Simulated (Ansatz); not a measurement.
# One shape, several levels: doublet BCl+

Aim: a comparison of 6 runs (U-r2SCAN0/STO-3G, UCAM-B3LYP/STO-3G, UPBE/STO-3G, UPBE0/STO-3G, RPA@PBE/STO-3G, FCI/STO-3G) of doublet BCl+. 

Program for the calculation: Ansatz 0.2.0.

40 further runs of the same task are left out: 1 that didn't finish, 39 set aside as unsound or not needed.

**1. Starting point**

BCl+: 2 atoms, total charge +1, spin state doublet. SMILES of the parent species: `[B]Cl`. Geometry: relaxed at PBE0-D4/def2-TZVP. That shape belongs to the parent species and isn't relaxed for this state.

Bond lengths: B1–Cl2 1.718 Å.

**2. The energy at U-r2SCAN0/STO-3G (run 1)**

Input file input.yaml:

```yaml
crystal:
  periodic: [false, false, false]
  atoms:
    - {symbol: B, position_ang: [-0.000000, -0.000000, -0.069660]}
    - {symbol: Cl, position_ang: [0.000000, 0.000000, 1.648190]}
basis:
  gaussian:
    orbitals: STO-3G
total_charge: 1
magnetization:
  spin_polarized: true
  initial_magnetization: 1
hamiltonian:
  xc: {name: r2SCAN0}
accuracy: high
```

Launch:

```bash
ansatz run input.yaml --threads 1 --pin off --max-ram 3480MiB --events-out events.jsonl --progress --plain --runs-dir runs
```

Log:

```text
Warning: RAYON_NUM_THREADS=1 ignored (pool sized by the plan → 1); use --threads N
Functional definition: r2SCAN0
  name "r2SCAN0"
  parameter a = 0.25
  parameter k0 = 0.174
  parameter k1 = 0.065
  parameter a1 = 4.9479
  exchange = (1 - a)*r2scan_x(k0 = k0, k1 = k1, a1 = a1) + a*exact_x
  correlation = r2scan_c
224 factors; integrals over basis functions are off by at most 2.1e-8 eV
mean field evaluation 1: about -13038.5233 eV, gradient 1.8e1 eV
mean field evaluation 2: about -13017.8851 eV, gradient 6.4e1 eV
mean field evaluation 4: about -13042.3711 eV, gradient 3.7e-1 eV
mean field evaluation 8: about -13042.3583 eV, gradient 4.5e-3 eV
mean field evaluation 16: about -13042.3583 eV, gradient 1.7e-7 eV
mean field -13042.35831750 eV, -479.2978277401 hartree, gradient 2.5e-8 eV, S^2 0.767784; 0 other end points of the search recorded, 0 dependent functions left out
reference -13042.35831789 eV, -479.2978277545 hartree; 11, 10 occupied and 3, 4 virtual orbitals, 224 factors
Total energy: -13042.35831789 eV, -479.2978277545 hartree
```

Wall time 1.6 s (1 thread of Intel Xeon Platinum 8488C (Sapphire Rapids), shared host); peak memory 0.17 GiB.

**3. A single-point energy at UCAM-B3LYP/STO-3G (run 2)**

Input file in.yaml:

```yaml
crystal:
  periodic: [false, false, false]
  atoms:
    - {symbol: B, position_ang: [-0.000000, -0.000000, -0.069660]}
    - {symbol: Cl, position_ang: [0.000000, 0.000000, 1.648190]}
basis:
  gaussian: {orbitals: STO-3G}
total_charge: 1
magnetization: {spin_polarized: true, initial_magnetization: 1}
hamiltonian: {xc: {name: CAM-B3LYP}}
accuracy: high
```

Launch:

```bash
ansatz run in.yaml --threads 1 --pin off --max-ram 3480MiB --events-out events.jsonl --progress --plain --runs-dir runs
```

Log:

```text
Warning: RAYON_NUM_THREADS=1 ignored (pool sized by the plan → 1); use --threads N
Functional definition: CAM-B3LYP
  name "CAM-B3LYP"
  parameter alpha = 0.19
  parameter beta = 0.46
  parameter omega = 0.33/bohr
  parameter ac = 0.81
  exchange = (1 - alpha - beta)*b88_x + beta*b88_x_sr(omega) + alpha*exact_x + beta*exact_x_lr(omega)
  correlation = (1 - ac)*vwn5_c + ac*lyp_c
224 factors; integrals over basis functions are off by at most 2.1e-8 eV
105 factors; integrals over basis functions are off by at most 9.0e-10 eV
mean field evaluation 1: about -13037.3975 eV, gradient 1.8e1 eV
mean field evaluation 2: about -13028.9855 eV, gradient 4.6e1 eV
mean field evaluation 4: about -13041.5496 eV, gradient 5.0e-1 eV
mean field evaluation 8: about -13041.5379 eV, gradient 1.2e-2 eV
mean field evaluation 16: about -13041.5379 eV, gradient 2.7e-7 eV
mean field -13041.53788531 eV, -479.2676774132 hartree, gradient 4.7e-8 eV, S^2 0.759054; 0 other end points of the search recorded, 0 dependent functions left out
reference -13041.53789592 eV, -479.2676778033 hartree; 11, 10 occupied and 3, 4 virtual orbitals, 224 factors
Total energy: -13041.53789592 eV, -479.2676778033 hartree
```

Run time: 0.72 s. Hardware: 1 thread of Intel Xeon Platinum 8488C (Sapphire Rapids), shared host; peak memory 0.11 GiB.

Run 3 isn't shown in full; the table further down has it.

**4. The energy at UPBE0/STO-3G (run 4)**

Input file molecule.yaml:

```yaml
crystal:
  periodic: [false, false, false]
  atoms:
    - {symbol: B, position_ang: [-0.000000, -0.000000, -0.069660]}
    - {symbol: Cl, position_ang: [0.000000, 0.000000, 1.648190]}
basis:
  gaussian: {orbitals: STO-3G}
total_charge: 1
magnetization: {spin_polarized: true, initial_magnetization: 1}
hamiltonian: {xc: {name: PBE0}}
accuracy: high
```

Launch:

```bash
ansatz run molecule.yaml --threads 1 --pin off --max-ram 3480MiB --events-out events.jsonl --progress --plain --runs-dir runs
```

Log:

```text
Warning: RAYON_NUM_THREADS=1 ignored (pool sized by the plan → 1); use --threads N
Functional definition: PBE0
  name "PBE0"
[... 1 set-up line as earlier in the session ...]
  parameter kappa = 0.804
  parameter beta = 0.06672455060314922
  exchange = (1 - a)*pbe_x(kappa = kappa, mu = beta*pi^2/3) + a*exact_x
  correlation = pbe_c(beta = beta)
224 factors; integrals over basis functions are off by at most 2.1e-8 eV
mean field evaluation 1: about -13033.9810 eV, gradient 1.8e1 eV
mean field evaluation 2: about -13002.2666 eV, gradient 7.8e1 eV
mean field evaluation 4: about -13038.0209 eV, gradient 2.2e-1 eV
mean field evaluation 8: about -13038.0083 eV, gradient 4.3e-3 eV
mean field evaluation 16: about -13038.0083 eV, gradient 3.7e-9 eV
mean field -13038.00827993 eV, -479.1379668081 hartree, gradient 3.6e-9 eV, S^2 0.763953; 0 other end points of the search recorded, 0 dependent functions left out
reference -13038.00828104 eV, -479.1379668488 hartree; 11, 10 occupied and 3, 4 virtual orbitals, 224 factors
Total energy: -13038.00828104 eV, -479.1379668488 hartree
```

Run time: 0.54 s. Hardware: 1 thread of Intel Xeon Platinum 8488C (Sapphire Rapids), shared host; peak memory 0.12 GiB.

Run 5 isn't shown in full; the table further down has it.

**5. A single-point energy at FCI/STO-3G (run 6)**

Input file molecule.yaml:

```yaml
crystal:
  periodic: [false, false, false]
  atoms:
    - {symbol: B, position_ang: [-0.000000, -0.000000, -0.069660]}
    - {symbol: Cl, position_ang: [0.000000, 0.000000, 1.648190]}
basis:
  gaussian:
    orbitals: STO-3G
total_charge: 1
magnetization:
  spin_polarized: true
  initial_magnetization: 1
correlation:
  method: fci
  frozen_orbitals: {B: 1, Cl: 5}
accuracy: high
```

Launch:

```bash
ansatz run molecule.yaml --threads 1 --pin off --max-ram 3480MiB --events-out events.jsonl --progress --plain --runs-dir runs
```

Log:

```text
Warning: RAYON_NUM_THREADS=1 ignored (pool sized by the plan → 1); use --threads N
Functional definition: HF
  name "HF"
  exchange = exact_x
  correlation = 0
224 factors; integrals over basis functions are off by at most 2.1e-8 eV
mean field evaluation 1: about -13019.0514 eV, gradient 1.7e1 eV
mean field evaluation 2: about -13019.0697 eV, gradient 1.7e1 eV
mean field evaluation 4: about -13022.7410 eV, gradient 2.2e0 eV
mean field evaluation 8: about -13022.8400 eV, gradient 3.8e-2 eV
mean field evaluation 16: about -13018.6264 eV, gradient 3.8e-4 eV
mean field evaluation 32: about -13018.6264 eV, gradient 3.8e-4 eV
mean field -13022.83999893 eV, -478.5805427625 hartree, gradient 2.7e-8 eV, S^2 0.763089; 3 other end points of the search recorded, 0 dependent functions left out
6 core orbitals not correlated: weight in the atoms' cores, before any rotation towards them, 1.000 or more for the frozen orbitals, at most 0.000 for the correlated occupied ones
reference -13022.79316519 eV, -478.5788216545 hartree; 5, 4 occupied and 3, 4 virtual orbitals, 224 factors
state -13024.49089615 eV, -478.6412121164 hartree
Total energy: -13024.49089615 eV, -478.6412121164 hartree
```

Wall time 0.36 s (1 thread of Intel Xeon Platinum 8488C (Sapphire Rapids), shared host).

**6. All runs side by side**

```csv
run,level,frozen core orbitals,energy (Eh),⟨S²⟩,wall time
1,U-r2SCAN0/STO-3G,–,-479.297828,0.768,1.6 s
2,UCAM-B3LYP/STO-3G,–,-479.267678,0.759,0.72 s
3,UPBE/STO-3G,–,-479.066611,0.766,0.56 s
4,UPBE0/STO-3G,–,-479.137967,0.764,0.54 s
5,RPA@PBE/STO-3G,6,-478.673642,0.766,0.68 s
6,FCI/STO-3G,6,-478.641212,–,0.36 s
```

**7. What came out**

| quantity | value |
| --- | --- |
| run 6: total energy | -478.64121 Eh |
| run 6: correlation energy (6 core orbitals frozen) | -62.4 mEh |

What this shows: Totals of different functionals can't be ranked against each other. In runs 1, 2, 3, 4, 5, 6 the basis is minimal, so the values are rough. All runs together took 4.5 s, the longest 1.6 s.
